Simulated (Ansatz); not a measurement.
Spin states of AlH, each at its own bond length

Ansatz 0.2.0, basis cc-pVQZ; geometries are PBE0/def2-TZVP minima. Wave-function levels freeze the cores; HF, MP2 and coupled cluster are restricted for singlets and unrestricted otherwise, Kohn–Sham unrestricted where that lies lower. The reference is full CI, exact within the basis. Semilocal and hybrid functionals correlate all electrons outside any core potential and usually lie nearer their basis limit than the reference, so part of their error here is the reference's basis and frozen-core error; RPA and the MP2 part of double hybrids freeze the same cores as the reference. None of these values is a measured one. Energies are electronic, without zero-point terms. No spin–orbit coupling and no scalar relativity. The species are chosen: bound, without strong static correlation by their natural occupations or amplitudes, and with a ladder that closes on the reference, so errors are smaller than for species at large; levels whose determinant breaks symmetry or spin markedly are left out.

A. singlet; Al–H 1.665. Coordinates (Å): Al 0.000 0.000 0.000; H 0.000 0.000 1.665
B. triplet; Al–H 1.605. Coordinates (Å): Al 0.000 0.000 0.000; H 0.000 0.000 1.605

From bonding and spin, estimate the order of these in energy at full CI, each at its own geometry.

At full CI, above the lowest of those listed: A (0.0 kJ/mol), B (180.5 kJ/mol).

```json
{"level": "full CI", "B less A (kJ/mol)": "180.5"}
{"level": "CCSD(T)", "B less A (kJ/mol)": "180.8"}
{"level": "CCSDT", "B less A (kJ/mol)": "180.3"}
{"level": "CCSDT(Q)", "B less A (kJ/mol)": "180.3"}
{"level": "PBE", "B less A (kJ/mol)": "162.5"}
{"level": "r2SCAN", "B less A (kJ/mol)": "142.2"}
{"level": "PBE0", "B less A (kJ/mol)": "159.4"}
{"level": "B3LYP", "B less A (kJ/mol)": "181.8"}
{"level": "wB97M-V", "B less A (kJ/mol)": "200.4"}
{"level": "B2PLYP", "B less A (kJ/mol)": "180.9"}
```

Every level shown puts the same form lowest.

The geometries are PBE0's, not this basis's own minima.
